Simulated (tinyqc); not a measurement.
Inside a calculation (part 2 of 2). Method: UHF in the sto-6g basis, for H2O, spin multiplicity 1. Computed by tinyqc, a small Python program that keeps every step (integrals from PySCF). Command: `OMP_NUM_THREADS=1 python tinyqc.py 25464 25465 out.jsonl` (the two numbers bound the seeds that draw the settings). One thread of a shared host (Intel(R) Xeon(R) Processor @ 2.60GHz), about 0.2 s of CPU time with the checks.

Geometry (angstrom):
```
atom       x        y       z
O     0.0000   0.0000  0.0000
H     0.0000   0.9280  0.8110
H     0.0000  -0.9090  0.7950
```

## Iteration 2: building the Fock matrix

D(alpha) after iteration 1, order 1O 1s, 1O 2s, 1O 2px, 1O 2py, 1O 2pz, 2H 1s, 3H 1s:
$$\begin{pmatrix}
1.0585 & -0.2614 & 0.0408 & -0.0006 & 0.0027 & 0.0319 & 0.0261 \\
-0.2614 & 1.1939 & -0.2586 & -0.0020 & -0.0011 & -0.2378 & -0.2142 \\
0.0408 & -0.2586 & 0.4393 & -0.0069 & -0.3271 & 0.3090 & 0.3801 \\
-0.0006 & -0.0020 & -0.0069 & 0.4301 & -0.0541 & 0.3071 & -0.2567 \\
0.0027 & -0.0011 & -0.3271 & -0.0541 & 0.8928 & 0.0019 & -0.0447 \\
0.0319 & -0.2378 & 0.3090 & 0.3071 & 0.0019 & 0.5626 & 0.1752 \\
0.0261 & -0.2142 & 0.3801 & -0.2567 & -0.0447 & 0.1752 & 0.5447
\end{pmatrix}$$

D(beta) after iteration 1, order 1O 1s, 1O 2s, 1O 2px, 1O 2py, 1O 2pz, 2H 1s, 3H 1s:
$$\begin{pmatrix}
1.0585 & -0.2614 & -0.0408 & -0.0006 & 0.0027 & 0.0319 & 0.0261 \\
-0.2614 & 1.1939 & 0.2586 & -0.0020 & -0.0011 & -0.2378 & -0.2142 \\
-0.0408 & 0.2586 & 0.4393 & 0.0069 & 0.3271 & -0.3090 & -0.3801 \\
-0.0006 & -0.0020 & 0.0069 & 0.4301 & -0.0541 & 0.3071 & -0.2567 \\
0.0027 & -0.0011 & 0.3271 & -0.0541 & 0.8928 & 0.0019 & -0.0447 \\
0.0319 & -0.2378 & -0.3090 & 0.3071 & 0.0019 & 0.5626 & 0.1752 \\
0.0261 & -0.2142 & -0.3801 & -0.2567 & -0.0447 & 0.1752 & 0.5447
\end{pmatrix}$$

core Hamiltonian H = T + V (hartree), order 1O 1s, 1O 2s, 1O 2px, 1O 2py, 1O 2pz, 2H 1s, 3H 1s:
$$\begin{pmatrix}
-32.7987 & -7.2478 & 0.0000 & 0.0003 & -0.0133 & -0.9274 & -0.9823 \\
-7.2478 & -9.0231 & 0.0000 & 0.0034 & -0.1563 & -2.2871 & -2.3913 \\
0.0000 & 0.0000 & -7.2880 & 0.0000 & 0.0000 & 0.0000 & 0.0000 \\
0.0003 & 0.0034 & 0.0000 & -7.3662 & 0.0019 & -1.3135 & 1.3636 \\
-0.0133 & -0.1563 & 0.0000 & 0.0019 & -7.3478 & -1.1859 & -1.2312 \\
-0.9274 & -2.2871 & 0.0000 & -1.3135 & -1.1859 & -4.1524 & -0.8445 \\
-0.9823 & -2.3913 & 0.0000 & 1.3636 & -1.2312 & -0.8445 & -4.2177
\end{pmatrix}$$

nuclear repulsion = 7.228683 hartree

Given earlier and not repeated: Two-electron integrals (ij|kl) in chemists' order.

J_ij = sum D_kl (ij|kl) with D = D(alpha) + D(beta), K_ij = sum D_kl (ik|jl) for each spin; F = H + J - K(s); E = tr D H + tr D J / 2 - 0.5 sum_s tr D(s) K(s) + E_nn.

Coulomb J (hartree), order 1O 1s, 1O 2s, 1O 2px, 1O 2py, 1O 2pz, 2H 1s, 3H 1s:
$$\begin{pmatrix}
16.9121 & 2.9799 & 0.0000 & 0.0009 & 0.0114 & 0.3900 & 0.4132 \\
2.9799 & 7.8196 & 0.0000 & 0.0076 & 0.1349 & 2.0039 & 2.0905 \\
0.0000 & 0.0000 & 7.7506 & 0.0000 & 0.0000 & 0.0000 & 0.0000 \\
0.0009 & 0.0076 & 0.0000 & 7.8283 & -0.0078 & 1.2648 & -1.3065 \\
0.0114 & 0.1349 & 0.0000 & -0.0078 & 7.8798 & 1.1422 & 1.1850 \\
0.3900 & 2.0039 & 0.0000 & 1.2648 & 1.1422 & 4.4471 & 0.7704 \\
0.4132 & 2.0905 & 0.0000 & -1.3065 & 1.1850 & 0.7704 & 4.4742
\end{pmatrix}$$

exchange K(alpha) (hartree), order 1O 1s, 1O 2s, 1O 2px, 1O 2py, 1O 2pz, 2H 1s, 3H 1s:
$$\begin{pmatrix}
4.9049 & 0.7467 & -0.0013 & 0.0003 & 0.0016 & 0.1057 & 0.1115 \\
0.7467 & 1.2347 & -0.0796 & 0.0052 & 0.0027 & 0.3464 & 0.3619 \\
-0.0013 & -0.0796 & 0.6598 & -0.0167 & -0.1937 & 0.0601 & 0.0838 \\
0.0003 & 0.0052 & -0.0167 & 0.8279 & -0.0350 & 0.2692 & -0.2630 \\
0.0016 & 0.0027 & -0.1937 & -0.0350 & 1.0619 & 0.2090 & 0.2107 \\
0.1057 & 0.3464 & 0.0601 & 0.2692 & 0.2090 & 0.5928 & 0.1346 \\
0.1115 & 0.3619 & 0.0838 & -0.2630 & 0.2107 & 0.1346 & 0.5758
\end{pmatrix}$$

exchange K(beta) (hartree), order 1O 1s, 1O 2s, 1O 2px, 1O 2py, 1O 2pz, 2H 1s, 3H 1s:
$$\begin{pmatrix}
4.9049 & 0.7467 & 0.0013 & 0.0003 & 0.0016 & 0.1057 & 0.1115 \\
0.7467 & 1.2347 & 0.0796 & 0.0052 & 0.0027 & 0.3464 & 0.3619 \\
0.0013 & 0.0796 & 0.6598 & 0.0167 & 0.1937 & -0.0601 & -0.0838 \\
0.0003 & 0.0052 & 0.0167 & 0.8279 & -0.0350 & 0.2692 & -0.2630 \\
0.0016 & 0.0027 & 0.1937 & -0.0350 & 1.0619 & 0.2090 & 0.2107 \\
0.1057 & 0.3464 & -0.0601 & 0.2692 & 0.2090 & 0.5928 & 0.1346 \\
0.1115 & 0.3619 & -0.0838 & -0.2630 & 0.2107 & 0.1346 & 0.5758
\end{pmatrix}$$

F(alpha) (hartree), order 1O 1s, 1O 2s, 1O 2px, 1O 2py, 1O 2pz, 2H 1s, 3H 1s:
$$\begin{pmatrix}
-20.7915 & -5.0147 & 0.0013 & 0.0009 & -0.0036 & -0.6430 & -0.6806 \\
-5.0147 & -2.4382 & 0.0796 & 0.0058 & -0.0241 & -0.6296 & -0.6627 \\
0.0013 & 0.0796 & -0.1972 & 0.0167 & 0.1937 & -0.0601 & -0.0838 \\
0.0009 & 0.0058 & 0.0167 & -0.3657 & 0.0291 & -0.3179 & 0.3201 \\
-0.0036 & -0.0241 & 0.1937 & 0.0291 & -0.5299 & -0.2527 & -0.2569 \\
-0.6430 & -0.6296 & -0.0601 & -0.3179 & -0.2527 & -0.2980 & -0.2087 \\
-0.6806 & -0.6627 & -0.0838 & 0.3201 & -0.2569 & -0.2087 & -0.3192
\end{pmatrix}$$

F(beta) (hartree), order 1O 1s, 1O 2s, 1O 2px, 1O 2py, 1O 2pz, 2H 1s, 3H 1s:
$$\begin{pmatrix}
-20.7915 & -5.0147 & -0.0013 & 0.0009 & -0.0036 & -0.6430 & -0.6806 \\
-5.0147 & -2.4382 & -0.0796 & 0.0058 & -0.0241 & -0.6296 & -0.6627 \\
-0.0013 & -0.0796 & -0.1972 & -0.0167 & -0.1937 & 0.0601 & 0.0838 \\
0.0009 & 0.0058 & -0.0167 & -0.3657 & 0.0291 & -0.3179 & 0.3201 \\
-0.0036 & -0.0241 & -0.1937 & 0.0291 & -0.5299 & -0.2527 & -0.2569 \\
-0.6430 & -0.6296 & 0.0601 & -0.3179 & -0.2527 & -0.2980 & -0.2087 \\
-0.6806 & -0.6627 & 0.0838 & 0.3201 & -0.2569 & -0.2087 & -0.3192
\end{pmatrix}$$

total energy of this density = -75.263589 hartree

## Iteration 2: DIIS over 2 matrices

error matrix X^T (FDS - SDF) X (alpha):
$$\begin{pmatrix}
0.0000 & -0.0022 & 0.0006 & 0.0001 & -0.0027 & 0.0021 & 0.0022 \\
0.0022 & 0.0000 & -0.0927 & -0.0197 & -0.0158 & 0.0338 & 0.0170 \\
-0.0006 & 0.0927 & 0.0000 & -0.0142 & 0.1177 & -0.0895 & -0.1037 \\
-0.0001 & 0.0197 & 0.0142 & 0.0000 & -0.0018 & -0.0673 & 0.0495 \\
0.0027 & 0.0158 & -0.1177 & 0.0018 & 0.0000 & -0.0013 & 0.0336 \\
-0.0021 & -0.0338 & 0.0895 & 0.0673 & 0.0013 & 0.0000 & -0.0084 \\
-0.0022 & -0.0170 & 0.1037 & -0.0495 & -0.0336 & 0.0084 & 0.0000
\end{pmatrix}$$

B (overlaps of the stored error matrices):
$$\begin{pmatrix}
7.6826353e-01 & -5.8979706e-02 \\
-5.8979706e-02 & 2.0670132e-01
\end{pmatrix}$$

Minimise |sum c_i e_i|^2 with sum c_i = 1: solve [B -1; -1 0][c; lambda] = [0; -1] with B_ij = tr e_i^T e_j summed over both spins, and take F = sum c_i F_i.

DIIS coefficients: [0.2431, 0.7569]

extrapolated F(alpha) (hartree), order 1O 1s, 1O 2s, 1O 2px, 1O 2py, 1O 2pz, 2H 1s, 3H 1s:
$$\begin{pmatrix}
-20.5063 & -4.9596 & 0.0015 & -0.0001 & -0.0041 & -0.6360 & -0.6731 \\
-4.9596 & -2.3073 & 0.0582 & -0.0023 & -0.0457 & -0.5990 & -0.6258 \\
0.0015 & 0.0582 & -0.0745 & 0.0136 & 0.1445 & -0.0667 & -0.1025 \\
-0.0001 & -0.0023 & 0.0136 & -0.2830 & 0.0206 & -0.2835 & 0.2801 \\
-0.0041 & -0.0457 & 0.1445 & 0.0206 & -0.4035 & -0.2354 & -0.2372 \\
-0.6360 & -0.5990 & -0.0667 & -0.2835 & -0.2354 & -0.2717 & -0.2042 \\
-0.6731 & -0.6258 & -0.1025 & 0.2801 & -0.2372 & -0.2042 & -0.2727
\end{pmatrix}$$

extrapolated F(beta) (hartree), order 1O 1s, 1O 2s, 1O 2px, 1O 2py, 1O 2pz, 2H 1s, 3H 1s:
$$\begin{pmatrix}
-20.5063 & -4.9596 & -0.0015 & -0.0001 & -0.0041 & -0.6360 & -0.6731 \\
-4.9596 & -2.3073 & -0.0582 & -0.0023 & -0.0457 & -0.5990 & -0.6258 \\
-0.0015 & -0.0582 & -0.0745 & -0.0136 & -0.1445 & 0.0667 & 0.1025 \\
-0.0001 & -0.0023 & -0.0136 & -0.2830 & 0.0206 & -0.2835 & 0.2801 \\
-0.0041 & -0.0457 & -0.1445 & 0.0206 & -0.4035 & -0.2354 & -0.2372 \\
-0.6360 & -0.5990 & 0.0667 & -0.2835 & -0.2354 & -0.2717 & -0.2042 \\
-0.6731 & -0.6258 & 0.1025 & 0.2801 & -0.2372 & -0.2042 & -0.2727
\end{pmatrix}$$

## Iteration 2: diagonalisation and new density

X, order 1O 1s, 1O 2s, 1O 2px, 1O 2py, 1O 2pz, 2H 1s, 3H 1s:
$$\begin{pmatrix}
1.0220 & -0.1289 & 0.0000 & 0.0002 & -0.0054 & 0.0147 & 0.0153 \\
-0.1289 & 1.1099 & 0.0000 & -0.0027 & 0.0523 & -0.1711 & -0.1809 \\
0.0000 & 0.0000 & 1.0000 & 0.0000 & 0.0000 & 0.0000 & 0.0000 \\
0.0002 & -0.0027 & 0.0000 & 1.0463 & -0.0014 & -0.1332 & 0.1382 \\
-0.0054 & 0.0523 & 0.0000 & -0.0014 & 1.0307 & -0.1012 & -0.1062 \\
0.0147 & -0.1711 & 0.0000 & -0.1332 & -0.1012 & 1.0841 & -0.0537 \\
0.0153 & -0.1809 & 0.0000 & 0.1382 & -0.1062 & -0.0537 & 1.0912
\end{pmatrix}$$

Diagonalise F' = X^T F X, C = X C', fill 5 alpha and 5 beta electrons from the bottom; D(s) = C_occ C_occ^T. Each column has its largest component positive (the first on a tie).

F' = X^T F X (alpha) (hartree):
$$\begin{pmatrix}
-20.1850 & -2.4855 & -0.0093 & 0.0007 & -0.0200 & -0.0737 & -0.0814 \\
-2.4855 & -1.3720 & 0.1019 & -0.0052 & 0.0459 & -0.2724 & -0.2909 \\
-0.0093 & 0.1019 & -0.0745 & 0.0086 & 0.1696 & -0.0932 & -0.1322 \\
0.0007 & -0.0052 & 0.0086 & -0.1523 & 0.0203 & -0.2984 & 0.2940 \\
-0.0200 & 0.0459 & 0.1696 & 0.0203 & -0.3350 & -0.1906 & -0.1887 \\
-0.0737 & -0.2724 & -0.0932 & -0.2984 & -0.1906 & -0.0272 & -0.0952 \\
-0.0814 & -0.2909 & -0.1322 & 0.2940 & -0.1887 & -0.0952 & -0.0115
\end{pmatrix}$$

orbital energies (alpha) (hartree): MO1 -20.5091, MO2 -1.1895, MO3 -0.4904, MO4 -0.4716, MO5 -0.2124, MO6 0.3178, MO7 0.3976

coefficients C (alpha), order 1O 1s, 1O 2s, 1O 2px, 1O 2py, 1O 2pz, 2H 1s, 3H 1s:
$$\begin{pmatrix}
0.9970 & -0.2391 & 0.0479 & 0.0178 & 0.0463 & 0.0747 & 0.0106 \\
0.0134 & 0.9653 & -0.2505 & -0.0893 & -0.3036 & -0.4624 & -0.0672 \\
-0.0001 & -0.0468 & -0.1475 & -0.1197 & 0.8247 & -0.5247 & -0.0794 \\
0.0000 & 0.0027 & -0.2648 & 0.6618 & 0.0541 & -0.1099 & 0.7800 \\
0.0010 & 0.0645 & 0.8060 & 0.2928 & -0.1715 & -0.5615 & -0.0478 \\
-0.0021 & 0.0766 & 0.0749 & 0.4322 & 0.4325 & 0.6520 & -0.6520 \\
-0.0022 & 0.0774 & 0.3123 & -0.2951 & 0.4218 & 0.5164 & 0.7885
\end{pmatrix}$$

F' = X^T F X (beta) (hartree):
$$\begin{pmatrix}
-20.1850 & -2.4855 & 0.0093 & 0.0007 & -0.0200 & -0.0737 & -0.0814 \\
-2.4855 & -1.3720 & -0.1019 & -0.0052 & 0.0459 & -0.2724 & -0.2909 \\
0.0093 & -0.1019 & -0.0745 & -0.0086 & -0.1696 & 0.0932 & 0.1322 \\
0.0007 & -0.0052 & -0.0086 & -0.1523 & 0.0203 & -0.2984 & 0.2940 \\
-0.0200 & 0.0459 & -0.1696 & 0.0203 & -0.3350 & -0.1906 & -0.1887 \\
-0.0737 & -0.2724 & 0.0932 & -0.2984 & -0.1906 & -0.0272 & -0.0952 \\
-0.0814 & -0.2909 & 0.1322 & 0.2940 & -0.1887 & -0.0952 & -0.0115
\end{pmatrix}$$

orbital energies (beta) (hartree): MO1 -20.5091, MO2 -1.1895, MO3 -0.4904, MO4 -0.4716, MO5 -0.2124, MO6 0.3178, MO7 0.3976

coefficients C (beta), order 1O 1s, 1O 2s, 1O 2px, 1O 2py, 1O 2pz, 2H 1s, 3H 1s:
$$\begin{pmatrix}
0.9970 & -0.2391 & 0.0479 & 0.0178 & -0.0463 & 0.0747 & 0.0106 \\
0.0134 & 0.9653 & -0.2505 & -0.0893 & 0.3036 & -0.4624 & -0.0672 \\
0.0001 & 0.0468 & 0.1475 & 0.1197 & 0.8247 & 0.5247 & 0.0794 \\
0.0000 & 0.0027 & -0.2648 & 0.6618 & -0.0541 & -0.1099 & 0.7800 \\
0.0010 & 0.0645 & 0.8060 & 0.2928 & 0.1715 & -0.5615 & -0.0478 \\
-0.0021 & 0.0766 & 0.0749 & 0.4322 & -0.4325 & 0.6520 & -0.6520 \\
-0.0022 & 0.0774 & 0.3123 & -0.2951 & -0.4218 & 0.5164 & 0.7885
\end{pmatrix}$$

D(alpha) after iteration 2, order 1O 1s, 1O 2s, 1O 2px, 1O 2py, 1O 2pz, 2H 1s, 3H 1s:
$$\begin{pmatrix}
1.0558 & -0.2450 & 0.0400 & 0.0009 & 0.0215 & 0.0109 & 0.0085 \\
-0.2450 & 1.0950 & -0.2479 & -0.0066 & -0.1137 & -0.1148 & -0.1053 \\
0.0400 & -0.2479 & 0.7184 & 0.0043 & -0.2984 & 0.2903 & 0.3335 \\
0.0009 & -0.0066 & 0.0043 & 0.5111 & -0.0288 & 0.2898 & -0.2550 \\
0.0215 & -0.1137 & -0.2984 & -0.0288 & 0.7690 & 0.1177 & 0.0980 \\
0.0109 & -0.1148 & 0.2903 & 0.2898 & 0.1177 & 0.3853 & 0.0842 \\
0.0085 & -0.1053 & 0.3335 & -0.2550 & 0.0980 & 0.0842 & 0.3686
\end{pmatrix}$$

D(beta) after iteration 2, order 1O 1s, 1O 2s, 1O 2px, 1O 2py, 1O 2pz, 2H 1s, 3H 1s:
$$\begin{pmatrix}
1.0558 & -0.2450 & -0.0400 & 0.0009 & 0.0215 & 0.0109 & 0.0085 \\
-0.2450 & 1.0950 & 0.2479 & -0.0066 & -0.1137 & -0.1148 & -0.1053 \\
-0.0400 & 0.2479 & 0.7184 & -0.0043 & 0.2984 & -0.2903 & -0.3335 \\
0.0009 & -0.0066 & -0.0043 & 0.5111 & -0.0288 & 0.2898 & -0.2550 \\
0.0215 & -0.1137 & 0.2984 & -0.0288 & 0.7690 & 0.1177 & 0.0980 \\
0.0109 & -0.1148 & -0.2903 & 0.2898 & 0.1177 & 0.3853 & 0.0842 \\
0.0085 & -0.1053 & -0.3335 & -0.2550 & 0.0980 & 0.0842 & 0.3686
\end{pmatrix}$$

## Iteration 15 (converged): orbitals

converged F(alpha) (hartree), order 1O 1s, 1O 2s, 1O 2px, 1O 2py, 1O 2pz, 2H 1s, 3H 1s:
$$\begin{pmatrix}
-20.5454 & -4.9669 & 0.0000 & 0.0004 & -0.0217 & -0.6380 & -0.6756 \\
-4.9669 & -2.2951 & 0.0000 & 0.0032 & -0.0470 & -0.6341 & -0.6615 \\
0.0000 & 0.0000 & -0.3988 & 0.0000 & 0.0000 & 0.0000 & 0.0000 \\
0.0004 & 0.0032 & 0.0000 & -0.1979 & 0.0044 & -0.3105 & 0.3179 \\
-0.0217 & -0.0470 & 0.0000 & 0.0044 & -0.2331 & -0.3022 & -0.3089 \\
-0.6380 & -0.6341 & 0.0000 & -0.3105 & -0.3022 & -0.3218 & -0.1942 \\
-0.6756 & -0.6615 & 0.0000 & 0.3179 & -0.3089 & -0.1942 & -0.3386
\end{pmatrix}$$

converged F(beta) (hartree), order 1O 1s, 1O 2s, 1O 2px, 1O 2py, 1O 2pz, 2H 1s, 3H 1s:
$$\begin{pmatrix}
-20.5454 & -4.9669 & 0.0000 & 0.0004 & -0.0217 & -0.6380 & -0.6756 \\
-4.9669 & -2.2951 & 0.0000 & 0.0032 & -0.0470 & -0.6341 & -0.6615 \\
0.0000 & 0.0000 & -0.3988 & 0.0000 & 0.0000 & 0.0000 & 0.0000 \\
0.0004 & 0.0032 & 0.0000 & -0.1979 & 0.0044 & -0.3105 & 0.3179 \\
-0.0217 & -0.0470 & 0.0000 & 0.0044 & -0.2331 & -0.3022 & -0.3089 \\
-0.6380 & -0.6341 & 0.0000 & -0.3105 & -0.3022 & -0.3218 & -0.1942 \\
-0.6756 & -0.6615 & 0.0000 & 0.3179 & -0.3089 & -0.1942 & -0.3386
\end{pmatrix}$$

As before.

F' = X^T F X (alpha) (hartree):
$$\begin{pmatrix}
-20.2233 & -2.4935 & 0.0000 & 0.0007 & -0.0421 & -0.0681 & -0.0763 \\
-2.4935 & -1.3280 & 0.0000 & -0.0023 & 0.0896 & -0.3174 & -0.3331 \\
0.0000 & 0.0000 & -0.3988 & 0.0000 & 0.0000 & 0.0000 & 0.0000 \\
0.0007 & -0.0023 & 0.0000 & -0.0432 & 0.0007 & -0.3338 & 0.3415 \\
-0.0421 & 0.0896 & 0.0000 & 0.0007 & -0.1246 & -0.2774 & -0.2854 \\
-0.0681 & -0.3174 & 0.0000 & -0.3338 & -0.2774 & -0.0494 & -0.0582 \\
-0.0763 & -0.3331 & 0.0000 & 0.3415 & -0.2854 & -0.0582 & -0.0462
\end{pmatrix}$$

orbital energies (alpha) (hartree): MO1 -20.5482, MO2 -1.1904, MO3 -0.4948, MO4 -0.4365, MO5 -0.3988, MO6 0.3921, MO7 0.4629

coefficients C (alpha), order 1O 1s, 1O 2s, 1O 2px, 1O 2py, 1O 2pz, 2H 1s, 3H 1s:
$$\begin{pmatrix}
0.9970 & -0.2325 & -0.0063 & 0.0782 & 0.0000 & -0.0848 & 0.0116 \\
0.0133 & 0.9264 & 0.0346 & -0.4236 & -0.0001 & 0.5183 & -0.0745 \\
0.0000 & 0.0000 & 0.0000 & -0.0001 & 1.0000 & 0.0000 & 0.0000 \\
-0.0001 & -0.0034 & 0.6275 & 0.0356 & 0.0000 & 0.1001 & 0.8524 \\
0.0019 & 0.0594 & -0.0412 & 0.7116 & 0.0001 & 0.7526 & -0.0927 \\
-0.0022 & 0.1195 & 0.4363 & 0.3966 & 0.0001 & -0.7222 & -0.5932 \\
-0.0023 & 0.1258 & -0.4736 & 0.3418 & 0.0000 & -0.5709 & 0.7577
\end{pmatrix}$$

F' = X^T F X (beta) (hartree):
$$\begin{pmatrix}
-20.2233 & -2.4935 & 0.0000 & 0.0007 & -0.0421 & -0.0681 & -0.0763 \\
-2.4935 & -1.3280 & 0.0000 & -0.0023 & 0.0896 & -0.3174 & -0.3331 \\
0.0000 & 0.0000 & -0.3988 & 0.0000 & 0.0000 & 0.0000 & 0.0000 \\
0.0007 & -0.0023 & 0.0000 & -0.0432 & 0.0007 & -0.3338 & 0.3415 \\
-0.0421 & 0.0896 & 0.0000 & 0.0007 & -0.1246 & -0.2774 & -0.2854 \\
-0.0681 & -0.3174 & 0.0000 & -0.3338 & -0.2774 & -0.0494 & -0.0582 \\
-0.0763 & -0.3331 & 0.0000 & 0.3415 & -0.2854 & -0.0582 & -0.0462
\end{pmatrix}$$

orbital energies (beta) (hartree): MO1 -20.5482, MO2 -1.1904, MO3 -0.4948, MO4 -0.4365, MO5 -0.3988, MO6 0.3921, MO7 0.4629

coefficients C (beta), order 1O 1s, 1O 2s, 1O 2px, 1O 2py, 1O 2pz, 2H 1s, 3H 1s:
$$\begin{pmatrix}
0.9970 & -0.2325 & -0.0063 & 0.0782 & 0.0000 & -0.0848 & 0.0116 \\
0.0133 & 0.9264 & 0.0346 & -0.4236 & 0.0001 & 0.5183 & -0.0745 \\
0.0000 & 0.0000 & 0.0000 & 0.0001 & 1.0000 & 0.0000 & 0.0000 \\
-0.0001 & -0.0034 & 0.6275 & 0.0356 & 0.0000 & 0.1001 & 0.8524 \\
0.0019 & 0.0594 & -0.0412 & 0.7116 & -0.0001 & 0.7526 & -0.0927 \\
-0.0022 & 0.1195 & 0.4363 & 0.3966 & -0.0001 & -0.7222 & -0.5932 \\
-0.0023 & 0.1258 & -0.4736 & 0.3418 & 0.0000 & -0.5709 & 0.7577
\end{pmatrix}$$

D(alpha) after iteration 15, order 1O 1s, 1O 2s, 1O 2px, 1O 2py, 1O 2pz, 2H 1s, 3H 1s:
$$\begin{pmatrix}
1.0542 & -0.2354 & 0.0000 & -0.0004 & 0.0440 & -0.0017 & -0.0018 \\
-0.2354 & 1.0391 & 0.0000 & 0.0035 & -0.2478 & -0.0423 & -0.0446 \\
0.0000 & 0.0000 & 1.0000 & 0.0000 & 0.0000 & 0.0000 & 0.0000 \\
-0.0004 & 0.0035 & 0.0000 & 0.3950 & -0.0007 & 0.2875 & -0.2854 \\
0.0440 & -0.2478 & 0.0000 & -0.0007 & 0.5117 & 0.2714 & 0.2702 \\
-0.0017 & -0.0423 & 0.0000 & 0.2875 & 0.2714 & 0.3620 & -0.0561 \\
-0.0018 & -0.0446 & 0.0000 & -0.2854 & 0.2702 & -0.0561 & 0.3569
\end{pmatrix}$$

D(beta) after iteration 15, order 1O 1s, 1O 2s, 1O 2px, 1O 2py, 1O 2pz, 2H 1s, 3H 1s:
$$\begin{pmatrix}
1.0542 & -0.2354 & 0.0000 & -0.0004 & 0.0440 & -0.0017 & -0.0018 \\
-0.2354 & 1.0391 & 0.0000 & 0.0035 & -0.2478 & -0.0423 & -0.0446 \\
0.0000 & 0.0000 & 1.0000 & 0.0000 & 0.0000 & 0.0000 & 0.0000 \\
-0.0004 & 0.0035 & 0.0000 & 0.3950 & -0.0007 & 0.2875 & -0.2854 \\
0.0440 & -0.2478 & 0.0000 & -0.0007 & 0.5117 & 0.2714 & 0.2702 \\
-0.0017 & -0.0423 & 0.0000 & 0.2875 & 0.2714 & 0.3620 & -0.0561 \\
-0.0018 & -0.0446 & 0.0000 & -0.2854 & 0.2702 & -0.0561 & 0.3569
\end{pmatrix}$$

## Convergence

Stop when the energy changes by less than 1e-09 hartree and every element of the error matrix X^T (F D S - S D F) X (for each spin) is below 9e-06.

Course of the cycle:
```
iteration  E (hartree)     change  largest element of the error matrix
1           -74.413210          -                             2.19e-01
2           -75.263589  -8.50e-01                             1.18e-01
3           -75.451352  -1.88e-01                             8.61e-02
4           -75.550842  -9.95e-02                             4.51e-02
5           -75.583300  -3.25e-02                             2.46e-02
6           -75.600129  -1.68e-02                             7.57e-03
7           -75.601627  -1.50e-03                             5.61e-03
8           -75.602015  -3.88e-04                             1.88e-03
9           -75.602063  -4.83e-05                             6.20e-04
10          -75.602069  -5.92e-06                             4.55e-04
11          -75.602076  -6.24e-06                             5.71e-05
12          -75.602076  -2.20e-08                             1.87e-05
13          -75.602076  -4.40e-09                             1.23e-05
14          -75.602076  -1.97e-09                             6.38e-06
15          -75.602076  -5.40e-10                             3.62e-06
```

PySCF UHF in the same basis, after a stability check = -75.602076 hartree

Converged in 15 iterations.

## Populations, bond orders and dipole

overlap S, order 1O 1s, 1O 2s, 1O 2px, 1O 2py, 1O 2pz, 2H 1s, 3H 1s:
$$\begin{pmatrix}
1.0000 & 0.2311 & 0.0000 & 0.0000 & 0.0000 & 0.0294 & 0.0311 \\
0.2311 & 1.0000 & 0.0000 & 0.0000 & 0.0000 & 0.3164 & 0.3291 \\
0.0000 & 0.0000 & 1.0000 & 0.0000 & 0.0000 & 0.0000 & 0.0000 \\
0.0000 & 0.0000 & 0.0000 & 1.0000 & 0.0000 & 0.2181 & -0.2251 \\
0.0000 & 0.0000 & 0.0000 & 0.0000 & 1.0000 & 0.1906 & 0.1969 \\
0.0294 & 0.3164 & 0.0000 & 0.2181 & 0.1906 & 1.0000 & 0.1551 \\
0.0311 & 0.3291 & 0.0000 & -0.2251 & 0.1969 & 0.1551 & 1.0000
\end{pmatrix}$$

Mulliken: Z minus the diagonal of D S on the atom; Loewdin: the same with S^(1/2) D S^(1/2); Mayer order: 2 sum_s sum (D(s) S)_ij (D(s) S)_ji over the two atoms.

Charges (e):
```
atom  Mulliken  Loewdin  Mulliken spin
1O     -0.1896  -0.1437              0
2H      0.0914   0.0696              0
3H      0.0982   0.0742              0
```

Mayer bond orders:
```
pair   order
2-1   0.9891
3-1   0.9878
3-2   0.0026
```

dipole moment about the origin, x y z (debye): [0.0000, -0.0206, 1.4340]

<S^2> of the determinant (pure state: 0) = 1.65e-09
